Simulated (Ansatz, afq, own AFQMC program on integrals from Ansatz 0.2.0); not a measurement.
## CH5, doublet in cc-pVTZ, levels against CCSDT(Q)

```yaml
atoms:
  - { symbol: H, position_ang: [-1.8745, 0.0000, 0.0000] }
  - { symbol: H, position_ang: [-0.9965, 0.0000, 0.0000] }
  - { symbol: C, position_ang: [0.1925, 0.0000, 0.0000] }
  - { symbol: H, position_ang: [0.1925, -1.0800, 0.0000] }
  - { symbol: H, position_ang: [0.1925, 0.5400, 0.9353] }
  - { symbol: H, position_ang: [0.1925, 0.5400, -0.9353] }
```

Basis cc-pVTZ. Noble-gas cores (and the filled d shells of Ga–Kr and In–Xe) are frozen. AFQMC by an in-house program on the Cholesky factors that Ansatz 0.2.0 writes for its CCSD(T) run. The CISD trial takes its coefficients from CCSD amplitudes. Released means that phaseless walkers are propagated on without the constraint, phases kept. ± is one standard error of the sampling.

Determinant: UHF, the one that the program's search chose, which needn't be the lowest solution. The geometry is a point of a scan.

No full CI on the walks' own integrals is used here; CCSDT(Q) serves as the reference and is uncertain by about the last step of the cluster series.

```
T1 diagnostic                               : 0.0140
weight of the determinant in the CISD state : 0.913
⟨S²⟩ of the determinant                     : 0.782
size of the correlated space                : 9 electrons in 99 orbitals
```

Reference: CCSDT(Q), correlation energy -6.651 eV. The released energy is read at 2.40 1/Eh (meV from the phaseless value at times in 1/Eh: -5 ± 4 at 0.24, -9 ± 3 at 0.51, -7 ± 4 at 0.99, -6 ± 4 at 1.62, -4 ± 5 at 2.40).

```
         level  E − E(reference) (mEh)  share of correlation (%)
            HF                  244.41                      0.00
           MP2                   33.06                     86.47
          CCSD                    8.11                     96.68
       CCSD(T)                    0.80                     99.67
         CCSDT                    0.23                     99.91
 ph-AFQMC/CISD             0.32 ± 0.18                     99.87
released AFQMC             0.18 ± 0.19                     99.92
```

A walk keeps the symmetry of its determinant, which the program's search chose and which needn't be the lowest solution, so a lower state of the same spin and another symmetry isn't excluded. Released energies are given only where the last usable release times agree within the noise; a slower fall can still hide under it.
